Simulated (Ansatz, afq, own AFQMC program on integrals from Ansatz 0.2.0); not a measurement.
Hf, triplet in def2-TZVP, levels against full CI

A free Hf atom.

Basis def2-TZVP with its core potentials. Only valence electrons are correlated. Integrals, coupled cluster, full CI and functionals: Ansatz 0.2.0; the random walks run on the same integrals in our own AFQMC program. The CISD trial takes its coefficients from CCSD amplitudes. Released means that phaseless walkers are propagated on without the constraint, phases kept. Uncertainties: one standard error, sampling alone. No spin–orbit coupling. The metal's outer-core s and p shells are frozen, which shifts wave-function levels against functionals.

Determinant: UHF, the one that the program's search chose, which needn't be the lowest solution.

Full CI on the same integrals is exact in this basis and with this determinant's frozen core.

Cautions: no spin-orbit coupling; outer-core shells of the metal frozen; the ph-AFQMC/HF walk drifts between its halves (2.6 errors); the ph-AFQMC/CISD walk drifts between its halves (2.5 errors); the released energy hasn't reached full CI (24 meV above it at 1.50 1/Eh), so no released level is given (meV from the phaseless value at times in 1/Eh: -4.3 ± 1.0 at 0.24, -8.9 ± 1.2 at 0.50, -14.1 ± 1.5 at 1.00, -12 ± 4 at 1.50).

The T1 diagnostic is 0.0209, the weight of the determinant in the CISD state is 0.908 and the ⟨S²⟩ of the determinant is 2.014. The size of the correlated space is 4 electrons in 36 orbitals.

| level | correlation energy (eV) |
| --- | --- |
| MP2 | -1.1386 |
| CCSD | -1.5227 |
| CCSD(T) | -1.5899 |

Task: Estimate where full CI lies against CCSD(T) on the same integrals.

Result: 0.83 kcal/mol below CCSD(T).

Reference: full CI, correlation energy -1.626 eV.

```csv
level,E − E(reference) (kcal/mol),share of correlation (%)
CCSD(T),0.83,97.77
CCSDT,0.08,99.79
CCSDT(Q),0.02,99.94
ph-AFQMC/HF,4.99 ± 0.22,86.71
ph-AFQMC/CISD,0.82 ± 0.04,97.80
```

CCSDT and higher add their correlation energy to the determinant of the CCSD(T) run, since their own runs factorise the integrals more tightly (a shift of under 2 meV). A walk keeps the symmetry of its determinant, which the program's search chose and which needn't be the lowest solution, so a lower state of the same spin and another symmetry isn't excluded.
